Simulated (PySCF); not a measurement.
# Structure elucidation problem

Molecular formula: C$_{3}$HFO. Simulated spectra:

¹H NMR (500 MHz, computed): δ 6.70 (m, 1H).

¹³C{¹H} NMR (computed): δ 177.0 (C), 142.2 (C), 136.9 (CH).

Computational details: GIAO PBE0/pcSseg-1 shieldings, GFN2-xTB structure, in PySCF 2.14.0 with density-fitted response routines (no relativistic terms, no solvent model, one conformer).

Scale: ¹H, ¹³C against TMS (reference shieldings calculated alike).

**Question.** Deduce the structure.

**Answer.** 
1. Rings plus π bonds: 3 (1 ring in the answer).
2. 3 carbon signals for 3 carbons: no two carbons are equivalent.
3. Carbon types of the structure: 2 × C, 1 × CH, which accounts for all hydrogens.
4. δC 177.0: unsaturated ring carbon.
5. δC 142.2: ring carbonyl carbon.
6. δC 136.9: unsaturated ring CH.
7. δH 6.70: hydrogen on a unsaturated ring CH.

The compound is SMILES O=c1cc1F.

The shifts were computed for this structure.

Splittings by ¹⁹F in the carbon and heteronuclear signals aren't shown, as no couplings were computed. Shifts are as computed. Against solution values, carbons near 30 ppm lie about +3 ppm off and those near 130 ppm about +5 ppm (rms about the fit 2.1 ppm; single classes can miss by 10 ppm). Of 1328 compounds with measured shifts, 309 miss one by over three times the rms of a fit or turn the order of signals round; such compounds aren't used in these exercises. Signals without a measured value on file couldn't be tested in this way; 1H shifts scatter by 0.2 ppm about their fit, and single ones miss by 0.5 ppm.
